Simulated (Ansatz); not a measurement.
C4H7F, SMILES `C/C=C(/C)F`, charge 0, multiplicity 1.

(1) Give a relaxed structure at PBE0-D4/def2-TZVP (Ansatz). (Estimate.)

Answers

(1) Ansatz gave: 
Z-matrix (Å, degrees):
```
C
C 1 1.489
H 1 1.094 2 111.0
H 1 1.094 2 111.0 3 118.7
H 1 1.090 2 111.4 3 -120.7
C 2 1.324 1 125.5 3 120.7
H 2 1.085 1 118.4 3 -59.3
F 6 1.352 2 119.7 1 0.0
C 6 1.480 2 128.5 1 -180.0
H 9 1.089 6 110.6 2 0.0
H 9 1.094 6 110.5 2 120.6
H 9 1.094 6 110.5 2 -120.6
```
Point group Cs.
This is one stationary point; other conformers may exist.
